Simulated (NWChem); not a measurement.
# One shape, several levels: CH4S2 (SMILES CSS)

Aim: a comparison of 3 runs (CAM-B3LYP/aug-cc-pVDZ, BHLYP/aug-cc-pVDZ, M06-2X/aug-cc-pVDZ) of CH4S2. 

Program for the calculation: NWChem 7.3.0.

### Step 1. Starting point

CH4S2: 7 atoms, total charge 0, spin state singlet. As SMILES, `CSS`. The shape is that of a PBE0-D4/def2-TZVP optimisation. This is one conformer, not always the lowest.

Bond lengths: C1–S2 1.802 Å, S2–S3 2.037 Å, C1–H4 1.090 Å, C1–H5 1.089 Å, C1–H6 1.093 Å, S3–H7 1.349 Å. Angles: C1–S2–S3 103.0°, S2–C1–H4 111.1°, S2–C1–H5 110.8°, S2–C1–H6 106.0°, S2–S3–H7 99.3°, H4–C1–H5 110.4°, H4–C1–H6 109.2°, H5–C1–H6 109.3°.

### Step 2. Energy and forces at CAM-B3LYP/aug-cc-pVDZ (run 1)

Contents of ch4s2.nw:

```
start ch4s2
memory total 2200 mb
charge 0
geometry units angstroms noautosym nocenter noautoz
   C       -0.757700       0.531000      -0.254500
   S        0.410700       0.313400       1.100600
   S        1.938900      -0.712100       0.227800
   H       -1.170500      -0.425600      -0.574100
   H       -0.285300       1.039300      -1.094100
   H       -1.562500       1.156200       0.139800
   H        1.487600      -1.970200       0.408600
end
basis spherical bse
   * library aug-cc-pVDZ
end
dft
   xc xcamb88 1.00 lyp 0.81 vwn_5 0.19 hfexch 1.00
   cam 0.33 cam_alpha 0.19 cam_beta 0.46
   grid fine
   convergence energy 1e-08
   direct
   iterations 100
   mulliken
   print low
end
task dft gradient
```

Command:

```console
$ nwchem ch4s2.nw > ch4s2.out
```

Standard output:

```text
[...]
 d= 0,ls=0.0,diis     1   -836.8620017585 -9.87D+02  9.46D-03  3.19D-01    13.1
[...]
 d= 0,ls=0.0,diis     8   -836.8954160555 -9.90D-09  1.23D-06  3.36D-08   101.3
         Total DFT energy =     -836.895416055535
      One electron energy =    -1452.103090758397
           Coulomb energy =      523.341644154220
    Exchange-Corr. energy =      -58.279592757484
 Nuclear repulsion energy =      150.145623306126
[...]
      Total Density - Mulliken Population Analysis
     ---------------------------------------------
    Atom       Charge   Shell Charges
 -----------   ------   -------------------------------------------------------
    1 C    6     5.31   2.02  0.66  0.30  0.07  2.12  0.23 -0.05  0.05 -0.08
    2 S   16    15.94   2.00  2.05  0.93  0.88  0.01  6.01  2.36  1.56  0.04  0.11  0.01
    3 S   16    16.04   2.00  2.05  0.94  0.84  0.05  6.01  2.37  1.65  0.05  0.09  0.00
    4 H    1     1.25   0.76  0.49  0.01  0.03 -0.04
    5 H    1     1.23   0.76  0.48  0.01  0.03 -0.04
    6 H    1     1.26   0.76  0.49  0.01  0.03 -0.03
    7 H    1     0.96   0.70  0.20  0.01  0.03  0.02
[...]
                         DFT ENERGY GRADIENTS
    atom               coordinates                        gradient
                 x          y          z           x          y          z
   1 C      -1.431845   1.003444  -0.480935    0.002258  -0.000248   0.002751
   2 S       0.776110   0.592240   2.079832    0.006920  -0.007225  -0.013113
   3 S       3.663990  -1.345674   0.430480   -0.013611   0.003715   0.007674
   4 H      -2.211924  -0.804267  -1.084892    0.001579   0.002994   0.001269
   5 H      -0.539139   1.963992  -2.067549   -0.001312  -0.001774   0.002975
   6 H      -2.952697   2.184901   0.264184    0.002658  -0.001944  -0.000883
   7 H       2.811156  -3.723138   0.772142    0.001507   0.004483  -0.000672
 Task  times  cpu:      166.2s     wall:      166.2s
 Total times  cpu:      166.2s     wall:      166.2s
```

It took 2.8 min on 1 thread of Intel Xeon Platinum 8488C (Sapphire Rapids), shared host; peak memory 0.14 GiB.

### Step 3. Energy and gradient at BHLYP/aug-cc-pVDZ (run 2)

Contents of ch4s2.nw:

```
start ch4s2
title "CH4S2 gradient"
memory stack 880 mb heap 220 mb global 1100 mb

geometry units atomic noautosym nocenter noautoz
  C  -1.43184548  1.00344457 -0.48093530
  S   0.77611052  0.59224017  2.07983257
  S   3.66398998 -1.34567397  0.43047961
  H  -2.21192443 -0.80426744 -1.08489177
  H  -0.53913886  1.96399236 -2.06754935
  H  -2.95269707  2.18490135  0.26418371
  H   2.81115658 -3.72313841  0.77214209
end

basis "ao basis" spherical bse
  * library aug-cc-pVDZ
end

dft
  xc bhlyp
  grid fine
  convergence energy 1e-08
  iterations 100
  mulliken
  noprint "final vectors analysis"
end

task dft gradient
```

Command:

```console
$ nwchem ch4s2.nw > ch4s2.out
```

Standard output:

```text
[...]
          Wavefunction type:  closed shell.
          No. of atoms     :     7
          No. of electrons :    42
[...]
          Charge           :     0
          Spin multiplicity:     1
[...]
          AO basis - number of functions:   113
[...]
              XC Information
              --------------
                        BHLYP Method XC Functional
                     Hartree-Fock (Exact) Exchange  0.500
                        Slater Exchange Functional  0.500 local
                    Becke 1988 Exchange Functional  0.500 non-local
              Lee-Yang-Parr Correlation Functional  1.000
[...]
 d= 0,ls=0.0,diis     1   -836.8420012426 -9.87D+02  6.21D-03  2.07D-01     7.1
[...]
 d= 0,ls=0.0,diis     8   -836.8721107951 -5.07D-09  9.68D-07  2.08D-08    45.5
         Total DFT energy =     -836.872110795054
      One electron energy =    -1452.155370850806
           Coulomb energy =      523.421519302197
    Exchange-Corr. energy =      -58.283871868515
 Nuclear repulsion energy =      150.145612622070
[...]
      Total Density - Mulliken Population Analysis
     ---------------------------------------------
    Atom       Charge   Shell Charges
 -----------   ------   -------------------------------------------------------
    1 C    6     5.53   2.01  0.66  0.33  0.06  2.08  0.44 -0.03  0.05 -0.08
    2 S   16    15.95   2.00  2.04  0.93  0.90 -0.02  6.01  2.33  1.61  0.04  0.11  0.01
    3 S   16    16.09   2.00  2.04  0.94  0.87  0.03  6.01  2.34  1.72  0.05  0.09  0.00
    4 H    1     1.18   0.76  0.41  0.01  0.03 -0.04
    5 H    1     1.16   0.76  0.40  0.01  0.03 -0.04
    6 H    1     1.19   0.76  0.42  0.01  0.03 -0.03
    7 H    1     0.91   0.71  0.15  0.01  0.03  0.01
[...]
  wavefunction    = closed shell
                         DFT ENERGY GRADIENTS
    atom               coordinates                        gradient
                 x          y          z           x          y          z
   1 C      -1.431845   1.003445  -0.480935    0.004410  -0.000794   0.004968
   2 S       0.776111   0.592240   2.079833    0.006983  -0.006736  -0.011074
   3 S       3.663990  -1.345674   0.430480   -0.011086   0.006834   0.006458
   4 H      -2.211924  -0.804267  -1.084892   -0.000273  -0.000878  -0.000155
   5 H      -0.539139   1.963992  -2.067549    0.000481   0.000376  -0.000609
   6 H      -2.952697   2.184901   0.264184   -0.000627   0.000554   0.000509
   7 H       2.811157  -3.723138   0.772142    0.000112   0.000644  -0.000096
[...]
```

Run time: 65 s. Hardware: 1 thread of Intel Xeon Platinum 8488C (Sapphire Rapids), shared host; peak memory 0.12 GiB.

### Step 4. Energy and forces at M06-2X/aug-cc-pVDZ (run 3)

Contents of ch4s2.nw:

```
start ch4s2
title "CH4S2"
memory stack 880 mb heap 220 mb global 1100 mb
charge 0

geometry noautosym nocenter noautoz
 C    -0.757700    0.531000   -0.254500
 S     0.410700    0.313400    1.100600
 S     1.938900   -0.712100    0.227800
 H    -1.170500   -0.425600   -0.574100
 H    -0.285300    1.039300   -1.094100
 H    -1.562500    1.156200    0.139800
 H     1.487600   -1.970200    0.408600
end

basis spherical bse
 * library aug-cc-pVDZ
end

dft
 xc m06-2x
 grid fine
 convergence energy 1e-08
 maxiter 100
 mulliken
end

task dft gradient
```

Command:

```console
$ nwchem ch4s2.nw > ch4s2.out
```

Standard output:

```text
[...]
          Wavefunction type:  closed shell.
          No. of atoms     :     7
          No. of electrons :    42
[...]
          Charge           :     0
          Spin multiplicity:     1
[...]
          AO basis - number of functions:   113
[...]
              XC Information
              --------------
                       M06-2X Method XC Functional
                     Hartree-Fock (Exact) Exchange  0.540
                        M06-2X Exchange Functional  1.000
                      M06-2X Correlation Potential  1.000
[...]
 d= 0,ls=0.0,diis     1   -836.8115657533 -9.87D+02  8.24D-03  1.95D-01     7.5
[...]
 d= 0,ls=0.0,diis     8   -836.8377120921 -5.29D-09  1.30D-06  3.92D-08    47.3
         Total DFT energy =     -836.837712092121
      One electron energy =    -1452.230639949381
           Coulomb energy =      523.496502670792
    Exchange-Corr. energy =      -58.249198119657
 Nuclear repulsion energy =      150.145623306126
[...]
      Total Density - Mulliken Population Analysis
     ---------------------------------------------
    Atom       Charge   Shell Charges
 -----------   ------   -------------------------------------------------------
    1 C    6     5.40   2.02  0.66  0.28  0.06  2.09  0.37 -0.04  0.04 -0.08
    2 S   16    15.92   2.00  2.04  0.93  0.87 -0.02  6.00  2.32  1.62  0.04  0.11  0.01
    3 S   16    16.05   2.00  2.04  0.94  0.83  0.03  6.00  2.34  1.73  0.05  0.09  0.01
    4 H    1     1.23   0.76  0.47  0.01  0.03 -0.04
    5 H    1     1.22   0.76  0.46  0.01  0.03 -0.04
    6 H    1     1.23   0.76  0.46  0.01  0.03 -0.03
    7 H    1     0.95   0.70  0.18  0.01  0.03  0.02
[...]
  wavefunction    = closed shell
                         DFT ENERGY GRADIENTS
    atom               coordinates                        gradient
                 x          y          z           x          y          z
   1 C      -1.431845   1.003444  -0.480935    0.002715  -0.000047   0.003995
   2 S       0.776110   0.592240   2.079832    0.006064  -0.006235  -0.012603
   3 S       3.663990  -1.345674   0.430480   -0.011946   0.003065   0.007545
   4 H      -2.211924  -0.804267  -1.084892    0.001001   0.002917   0.000689
   5 H      -0.539139   1.963992  -2.067549   -0.001731  -0.001590   0.002328
   6 H      -2.952697   2.184901   0.264184    0.002085  -0.001705  -0.001162
   7 H       2.811156  -3.723138   0.772142    0.001813   0.003596  -0.000793
[...]
```

Run time: 68 s. Hardware: 1 thread of Intel Xeon Platinum 8488C (Sapphire Rapids), shared host; peak memory 0.13 GiB.

### Step 5. The series

```
run                  level  energy (Eh)  largest force (eV/Å)  wall time
  1  CAM-B3LYP/aug-cc-pVDZ  -836.895416                 0.848    2.8 min
  2      BHLYP/aug-cc-pVDZ  -836.872111                 0.757       65 s
  3     M06-2X/aug-cc-pVDZ  -836.837712                 0.787       68 s
```

### Step 6. What came out

| quantity | value |
| --- | --- |
| run 3: total energy | -836.83771 Eh |
| run 3: dipole moment | 1.80 D |
| run 3: HOMO energy | -8.08 eV |
| run 3: LUMO energy | -0.18 eV |
| run 3: HOMO–LUMO gap | 7.90 eV |
| run 3: largest force on an atom | 0.787 eV/Å |

**Reading.** Totals of different functionals can't be ranked against each other. All runs together took 5 min, the longest 2.8 min.
